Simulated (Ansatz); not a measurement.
Start from `FC1(F)CO1` and change one atom or group to get `FC1OC1(F)F`.

Ansatz, PBE0-D4/def2-TZVP geometries, multiplicity 1. 

| property | `FC1(F)CO1` |
| --- | --- |
| size of the dipole moment (PBE/def2-TZVPP) / D | 2.20 |
| HOMO–LUMO gap (PBE/def2-TZVPP) / eV | 7.67 |
| LUMO energy (ωB97M-V/def2-TZVPP) / eV | 3.10 |
| HOMO–LUMO gap (PBE0/def2-TZVPP) / eV | 10.58 |
| LUMO energy (PBE/def2-TZVPP) / eV | 0.04 |
| HOMO energy (PBE0/def2-TZVPP) / eV | -9.42 |

(1) What does the change do to each property? (Best estimate.)

Answers

(1) Computed: 
```csv
property,`FC1OC1(F)F`,shift
size of the dipole moment (PBE/def2-TZVPP) / D,1.65,-0.55
HOMO–LUMO gap (PBE/def2-TZVPP) / eV,8.47,0.80
LUMO energy (ωB97M-V/def2-TZVPP) / eV,3.20,0.10
HOMO–LUMO gap (PBE0/def2-TZVPP) / eV,11.16,0.58
LUMO energy (PBE/def2-TZVPP) / eV,0.64,0.60
HOMO energy (PBE0/def2-TZVPP) / eV,-9.51,-0.09
```

With PBE0 the HOMO falls by 0.09 eV and the LUMO rises by 0.50 eV, so the gap widens by about 0.59 eV. PBE moves the HOMO by -0.20 eV and ωB97M-V by -0.02 eV. Dipoles are sizes alone; their direction can turn.
